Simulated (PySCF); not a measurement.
Calculation: PBE-D3(BJ)/def2-TZVP in PySCF. Isolated molecules, 0 K electronic values unless said otherwise. 

Reference species (SMILES): `C` (neutral, multiplicity 1).

```yaml
dipole_moment: 0.00 D
```

Changed species: `NC` (whole molecule; the reference has whole molecule).

Give the shifts of the dipole moment.

the dipole moment rises by 1.34 D, to 1.34 D.
